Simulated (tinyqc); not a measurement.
Worked calculation: CIS and TDHF on RHF in the sto-3g basis, frozen core, for H2O, spin multiplicity 1. One step of it, computed by the program tinyqc.

Task: CIS matrix, triplets. A(ia,jb) = (e_a - e_i) d_ij d_ab - (ij|ab).

orbital energies (hartree): MO1 -20.254884, MO2 -1.179889, MO3 -0.531539, MO4 -0.400846, MO5 -0.378499, MO6 0.400129, MO7 0.558976

Two-electron integrals over orbitals (pq|rs), unique and non-zero (hartree); the lowest 1 orbital is frozen and left out:
```
p,q,r,s,(pq|rs)
2,2,2,2,0.724373
3,2,3,2,0.125414
3,3,2,2,0.597747
3,3,3,3,0.573428
4,2,2,2,-0.032359
4,2,3,3,0.003355
4,2,4,2,0.130834
4,3,3,2,0.031571
4,3,4,3,0.056897
4,4,2,2,0.663551
4,4,3,3,0.552691
4,4,4,2,-0.093052
4,4,4,4,0.694716
5,2,5,2,0.152962
5,3,5,3,0.024963
5,4,5,2,-0.040129
5,4,5,4,0.045726
5,5,2,2,0.758431
5,5,3,3,0.585483
5,5,4,2,-0.077618
5,5,4,4,0.687672
5,5,5,5,0.880159
6,2,2,2,-0.124339
6,2,3,3,-0.056911
6,2,4,2,-0.036881
6,2,4,4,-0.062478
6,2,5,5,-0.135612
6,2,6,2,0.090261
6,3,3,2,0.043401
6,3,4,3,0.043841
6,3,6,3,0.084935
6,4,2,2,-0.136642
6,4,3,3,-0.046317
6,4,4,2,0.041195
6,4,4,4,-0.133370
6,4,5,5,-0.155088
6,4,6,2,0.062778
6,4,6,4,0.100086
6,5,5,2,-0.050034
6,5,5,4,-0.007385
6,5,6,5,0.032531
6,6,2,2,0.572099
6,6,3,3,0.531847
6,6,4,2,0.047028
6,6,4,4,0.530891
6,6,5,5,0.559562
6,6,6,2,-0.081763
6,6,6,4,-0.050993
6,6,6,6,0.560608
7,2,3,2,0.060374
7,2,4,3,-0.024957
7,2,6,3,-0.026324
7,2,7,2,0.071961
7,3,2,2,0.177428
7,3,3,3,0.087427
7,3,4,2,-0.069899
7,3,4,4,0.146709
7,3,5,5,0.208699
7,3,6,2,-0.067185
7,3,6,4,-0.102899
7,3,6,6,0.043653
7,3,7,3,0.158938
7,4,3,2,-0.066753
7,4,4,3,-0.015899
7,4,6,3,-0.059368
7,4,7,2,-0.018033
7,4,7,4,0.067913
7,5,5,3,0.024030
7,5,7,5,0.026227
7,6,3,2,-0.084928
7,6,4,3,-0.066487
7,6,6,3,-0.075385
7,6,7,2,-0.001099
7,6,7,4,0.059193
7,6,7,6,0.115537
7,7,2,2,0.608755
7,7,3,3,0.570852
7,7,4,2,-0.023195
7,7,4,4,0.576650
7,7,5,5,0.611421
7,7,6,2,-0.059882
7,7,6,4,-0.057414
7,7,6,6,0.537147
7,7,7,3,0.106614
7,7,7,7,0.594247
```

Give: CIS matrix A, triplet.

Result:

CIS matrix A, triplet (hartree), lower triangle:
```
,2>6,2>7,3>6,3>7,4>6,4>7,5>6,5>7
2>6,1.008
2>7,0.000,1.130
3>6,0.000,0.085,0.400
3>7,0.085,0.000,0.000,0.520
4>6,-0.047,0.000,0.000,0.066,0.270
4>7,0.000,0.023,0.066,0.000,0.000,0.383
5>6,0.000,0.000,0.000,0.000,0.000,0.000,0.219
5>7,0.000,0.000,0.000,0.000,0.000,0.000,0.000,0.326
```
